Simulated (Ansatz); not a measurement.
Basis-set extrapolation for C₃H₅Cl (`C=C(C)Cl`) (PBE0-D4/def2-TZVP geometry, frozen core, the Gaussian-basis code of Ansatz). Multiplicity 1, RHF reference.

```csv
,def2-TZVPP,def2-QZVPP
HF,-576.051375,-576.069471
MP2 correlation,-0.690987,-0.742300
CCSD(T) correlation,-0.765332,not run
```

Energies in hartree. Use E(X) = E(∞) + A·exp(−7.88·√X) for Hartree–Fock and E(X) = E(∞) + B·X^(−2.97) for correlation, with X = 3 and 4, and add CCSD(T) minus MP2 of the smaller set to the MP2 limit.

Task: What is the CCSD(T) energy at the basis-set limit?

Result: HF limit: -576.069471 + (-0.018096) × 0.13774 = -576.07196. MP2 limit: -0.742300 + (-0.051313) × 0.74074 = -0.78031. Higher-order term: -0.765332 − (-0.690987) = -0.07434. Total: -576.92661 hartree, 2.99 eV below CCSD(T)/def2-TZVPP.
